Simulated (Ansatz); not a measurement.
**B₂H (doublet): from Hartree-Fock to the top rungs at a displaced geometry (v1), cc-pVTZ**

An exercise on one series of results from a longer session: the logs are not shown, and one member is left open.

Program: Ansatz 0.2.0, Gaussian basis. Level of theory: cc-pVTZ, core rule «outside noble gas», up to 2 orbitals frozen. These are calculated values, not measurements.

The runs, in order: UHF; CCSD(T) on ROHF; CCSD(T) on UHF; BCCD(T) on ROHF; CCSDT(Q) on ROHF; CCSDT(Q) on UHF; CASSCF and NEVPT2, 7 electrons in 9 orbitals.

16 further runs of the same task are left out: 4 for a known fault of the program, 2 that didn't finish, 10 set aside as unsound or not needed.

## The system

The geometry is a PBE0/def2-TZVP stationary point (not a proven minimum) with its atoms shifted at random (size 0.040 Å).

3 atoms, charge 0, spin multiplicity 2.

Atoms are counted from 1 here; the program's logs count them from 0.

Bond lengths: B1–B2 1.534 Å, B1–H3 1.125 Å. Angles: B2–B1–H3 177.1°.

As a file:

```xyz
3
B2H
B    -0.01543   -0.00901    0.13673
B    -0.01627   -0.02515   -1.39714
H     0.03170    0.03416    1.26041
```

The first run:

Contents of in.yaml:

```yaml
crystal:
  periodic: [false, false, false]
  atoms:
    - {symbol: B, position_ang: [-0.015433, -0.009008, 0.136729]}
    - {symbol: B, position_ang: [-0.016266, -0.025151, -1.397136]}
    - {symbol: H, position_ang: [0.031698, 0.034159, 1.260407]}
basis:
  gaussian: {orbitals: cc-pVTZ}
magnetization: {spin_polarized: true, initial_magnetization: 1}
hamiltonian: {xc: hf}
output: {orbitals: {seedname: orbitals}}
```

The run is started by

```sh
> ansatz run in.yaml --threads 1 --pin off --events-out ev --progress --plain --max-ram 2393MiB
```

Steps of the session up to this table: UHF; CCSD(T) on ROHF; CCSD(T) on UHF; BCCD(T) on ROHF; CCSDT(Q) on ROHF; CCSDT(Q) on UHF; CASSCF and NEVPT2, 7 electrons in 9 orbitals.

One of the session's tables, all rows but one given; the rest of the session is left out.

| method | from RCCSDT(Q) (meV) |
| --- | --- |
| ROHF | +5158.4 |
| RMP2 | +1262.7 |
| UMP2 | +764.9 |
| RCCSD | +438.0 |
| UCCSD | -157.7 |
| RCCSD(T) | +216.7 |
| UCCSD(T) | -480.9 |
| BCCD(T) | +217.4 |
| RCCSDT | +68.5 |
| UCCSDT | -852.6 |
| RCCSDT(Q) | 0 |
| UCCSDT(Q) | ? |
| CASSCF valence | +2931.1 |
| NEVPT2 valence | +683.3 |

Q: Estimate the row for UCCSDT(Q) from the others.

The run gave: from RCCSDT(Q) (meV): -1035.0. In the column «from RCCSDT(Q) (meV)» it is the lowest.

Left out of the table: UHF (another determinant or state than the rows shown).

Caveats from the session: The determinant is far from a pure spin state, so its energy mixes those of several spin states (harmless only where they are near-degenerate, as at dissociation). The report flags that the cluster equations may have other roots. The program flags UCCSD(T), RCCSDT(Q), UCCSDT(Q) as in doubt, so the zero of the table is itself unsure. Warnings: spin contamination; coupled cluster took another determinant than the lowest. Restricted and unrestricted rows rest on different reference determinants; where their highest levels disagree by more than a few hundredths of an eV, they describe different states and don't form one ladder.
